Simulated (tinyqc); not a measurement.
Inside a calculation. Method: UKS/BLYP in the sto-3g basis, for BH2, spin multiplicity 2. One step of it, computed by the program tinyqc.

Task: Iteration 2: diagonalisation and new density. Diagonalise F' = X^T F X, C = X C', fill 4 alpha and 3 beta electrons from the bottom; D(s) = C_occ C_occ^T. Each column has its largest component positive (the first on a tie).

F(alpha) (hartree):
```
,1B 1s,1B 2s,1B 2px,1B 2py,1B 2pz,2H 1s,3H 1s
1B 1s,-6.359138,-1.914507,0.000000,0.000000,-0.001003,-0.409238,-0.409238
1B 2s,-1.914507,-0.860497,0.000000,0.000000,-0.022969,-0.357642,-0.357642
1B 2px,0.000000,0.000000,-0.023962,0.000000,0.000000,0.000000,0.000000
1B 2py,0.000000,0.000000,0.000000,-0.096965,0.000000,-0.185977,0.185977
1B 2pz,-0.001003,-0.022969,0.000000,0.000000,-0.077565,-0.118381,-0.118381
2H 1s,-0.409238,-0.357642,0.000000,-0.185977,-0.118381,-0.214145,-0.093758
3H 1s,-0.409238,-0.357642,0.000000,0.185977,-0.118381,-0.093758,-0.214145
```

F(beta) (hartree):
```
,1B 1s,1B 2s,1B 2px,1B 2py,1B 2pz,2H 1s,3H 1s
1B 1s,-6.345831,-1.907716,0.000000,0.000000,-0.006383,-0.408234,-0.408234
1B 2s,-1.907716,-0.810590,0.000000,0.000000,-0.075325,-0.349346,-0.349346
1B 2px,0.000000,0.000000,0.008871,0.000000,0.000000,0.000000,0.000000
1B 2py,0.000000,0.000000,0.000000,-0.072564,0.000000,-0.182496,0.182496
1B 2pz,-0.006383,-0.075325,0.000000,0.000000,0.013091,-0.120517,-0.120517
2H 1s,-0.408234,-0.349346,0.000000,-0.182496,-0.120517,-0.203473,-0.092176
3H 1s,-0.408234,-0.349346,0.000000,0.182496,-0.120517,-0.092176,-0.203473
```

X:
```
,1B 1s,1B 2s,1B 2px,1B 2py,1B 2pz,2H 1s,3H 1s
1B 1s,1.031796,-0.165080,0.000000,0.000000,-0.012818,0.027444,0.027444
1B 2s,-0.165080,1.250459,0.000000,0.000000,0.119354,-0.309020,-0.309020
1B 2px,0.000000,0.000000,1.000000,0.000000,0.000000,0.000000,0.000000
1B 2py,0.000000,0.000000,0.000000,1.169972,0.000000,-0.274199,0.274199
1B 2pz,-0.012818,0.119354,0.000000,0.000000,1.064258,-0.167065,-0.167065
2H 1s,0.027444,-0.309020,0.000000,-0.274199,-0.167065,1.223865,-0.010682
3H 1s,0.027444,-0.309020,0.000000,0.274199,-0.167065,-0.010682,1.223865
```

Give: F' = X^T F X; orbital energies; coefficients C; F' = X^T F X; orbital energies; coefficients C; D(alpha) after iteration 2; D(beta) after iteration 2.

Result:

F' = X^T F X (alpha) (hartree):
```
,1,2,3,4,5,6,7
1,-6.181,-1.054,0.000,0.000,-0.020,-0.048,-0.048
2,-1.054,-0.308,0.000,0.000,0.087,-0.231,-0.231
3,0.000,0.000,-0.024,0.000,0.000,0.000,0.000
4,0.000,0.000,0.000,0.088,0.000,-0.225,0.225
5,-0.020,0.087,0.000,0.000,-0.009,-0.134,-0.134
6,-0.048,-0.231,0.000,-0.225,-0.134,0.030,-0.024
7,-0.048,-0.231,0.000,0.225,-0.134,-0.024,0.030
```

orbital energies (alpha) (hartree): MO1 -6.367, MO2 -0.383, MO3 -0.247, MO4 -0.111, MO5 -0.024, MO6 0.369, MO7 0.389

coefficients C (alpha):
```
,MO1,MO2,MO3,MO4,MO5,MO6,MO7
1B 1s,0.988,-0.240,0.000,0.137,0.000,-0.200,0.000
1B 2s,0.045,0.658,0.000,-0.549,0.000,1.029,0.000
1B 2px,0.000,0.000,0.000,0.000,1.000,0.000,0.000
1B 2py,0.000,0.000,0.523,0.000,0.000,0.000,1.116
1B 2pz,0.005,0.100,0.000,0.807,0.000,0.736,0.000
2H 1s,-0.010,0.311,0.445,0.216,0.000,-0.847,-0.800
3H 1s,-0.010,0.311,-0.445,0.216,0.000,-0.847,0.800
```

F' = X^T F X (beta) (hartree):
```
,1,2,3,4,5,6,7
1,-6.168,-1.056,0.000,0.000,-0.018,-0.048,-0.048
2,-1.056,-0.257,0.000,0.000,0.035,-0.230,-0.230
3,0.000,0.000,0.009,0.000,0.000,0.000,0.000
4,0.000,0.000,0.000,0.118,0.000,-0.230,0.230
5,-0.018,0.035,0.000,0.000,0.083,-0.137,-0.137
6,-0.048,-0.230,0.000,-0.230,-0.137,0.042,-0.024
7,-0.048,-0.230,0.000,0.230,-0.137,-0.024,0.042
```

orbital energies (beta) (hartree): MO1 -6.354, MO2 -0.363, MO3 -0.234, MO4 0.006, MO5 0.009, MO6 0.386, MO7 0.419

coefficients C (beta):
```
,MO1,MO2,MO3,MO4,MO5,MO6,MO7
1B 1s,0.989,-0.226,0.000,0.165,0.000,-0.194,0.000
1B 2s,0.044,0.606,0.000,-0.644,0.000,1.006,0.000
1B 2px,0.000,0.000,0.000,0.000,1.000,0.000,0.000
1B 2py,0.000,0.000,0.509,0.000,0.000,0.000,1.122
1B 2pz,0.006,0.174,0.000,0.767,0.000,0.765,0.000
2H 1s,-0.010,0.329,0.455,0.218,0.000,-0.839,-0.794
3H 1s,-0.010,0.329,-0.455,0.218,0.000,-0.839,0.794
```

D(alpha) after iteration 2:
```
,1B 1s,1B 2s,1B 2px,1B 2py,1B 2pz,2H 1s,3H 1s
1B 1s,1.054,-0.189,0.000,0.000,0.092,-0.055,-0.055
1B 2s,-0.189,0.736,0.000,0.000,-0.376,0.086,0.086
1B 2px,0.000,0.000,0.000,0.000,0.000,0.000,0.000
1B 2py,0.000,0.000,0.000,0.274,0.000,0.233,-0.233
1B 2pz,0.092,-0.376,0.000,0.000,0.661,0.206,0.206
2H 1s,-0.055,0.086,0.000,0.233,0.206,0.341,-0.055
3H 1s,-0.055,0.086,0.000,-0.233,0.206,-0.055,0.341
```

D(beta) after iteration 2:
```
,1B 1s,1B 2s,1B 2px,1B 2py,1B 2pz,2H 1s,3H 1s
1B 1s,1.029,-0.094,0.000,0.000,-0.034,-0.084,-0.084
1B 2s,-0.094,0.370,0.000,0.000,0.106,0.199,0.199
1B 2px,0.000,0.000,0.000,0.000,0.000,0.000,0.000
1B 2py,0.000,0.000,0.000,0.259,0.000,0.232,-0.232
1B 2pz,-0.034,0.106,0.000,0.000,0.030,0.057,0.057
2H 1s,-0.084,0.199,0.000,0.232,0.057,0.315,-0.099
3H 1s,-0.084,0.199,0.000,-0.232,0.057,-0.099,0.315
```
